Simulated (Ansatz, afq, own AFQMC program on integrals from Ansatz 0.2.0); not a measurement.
# AlSO, doublet in cc-pVDZ, levels against CCSDT(Q)

| atom | x (Å) | y (Å) | z (Å) |
| --- | --- | --- | --- |
| Al | 0.0000 | 0.0000 | 1.6796 |
| O | 0.0000 | 0.0000 | -0.0411 |
| S | 0.0000 | 0.0000 | -1.6385 |

Connectivity, by distances: Al–O–S.

Basis cc-pVDZ. Noble-gas cores (and the filled d shells of Ga–Kr and In–Xe) are frozen. AFQMC by an in-house program on the Cholesky factors that Ansatz 0.2.0 writes for its CCSD(T) run. The CISD trial takes its coefficients from CCSD amplitudes. Released means that phaseless walkers are propagated on without the constraint, phases kept. Free AFQMC starts from the CCSD state and is never constrained. Its projection time is finite, and what remains of the start isn't in its error. ± is one standard error of the sampling.

Determinant: UHF, the one that the program's search chose, which needn't be the lowest solution. The geometry is a point of a scan.

No full CI on the walks' own integrals is used here; CCSDT(Q) serves as the reference and is uncertain by about the last step of the cluster series.

The T1 diagnostic is 0.0237. The weight of the determinant in the CISD state is 0.837, the ⟨S²⟩ of the determinant is 0.761 and the size of the correlated space is 15 electrons in 39 orbitals.

```tsv
level	correlation energy (eV)
MP2	-9.0097
CCSD	-9.7637
CCSD(T)	-10.0389
```

**Question.** Estimate where phaseless AFQMC with a CISD trial lies against CCSD(T) on the same integrals.

**Answer.** 1.07 ± 0.94 mEh below CCSD(T). The gap is under twice the noise, so this walk alone can't tell the two apart.

Reference: CCSDT(Q), correlation energy -10.094 eV. The released energy is read at 2.40 1/Eh (meV from the phaseless value at times in 1/Eh: -6 ± 24 at 0.24, 3 ± 18 at 0.51, -72 ± 31 at 0.99, -95 ± 35 at 1.62, -29 ± 44 at 2.40).

| level | E − E(reference) (mEh) | share of correlation (%) |
| --- | --- | --- |
| CCSD(T) | 2.02 | 99.46 |
| CCSDT | 1.24 | 99.67 |
| ph-AFQMC/HF | -1.64 ± 2.53 | 100.44 |
| ph-AFQMC/CISD | 0.95 ± 0.94 | 99.74 |
| released AFQMC | -0.12 ± 1.62 | 100.03 |
| free AFQMC | 0.52 ± 1.15 | 99.86 |

Free projections are given only where their last times agree within the noise and don't stop above the reference; a slow remainder of the start can still hide under it. A walk keeps the symmetry of its determinant, which the program's search chose and which needn't be the lowest solution, so a lower state of the same spin and another symmetry isn't excluded. Released energies are given only where the last usable release times agree within the noise; a slower fall can still hide under it.
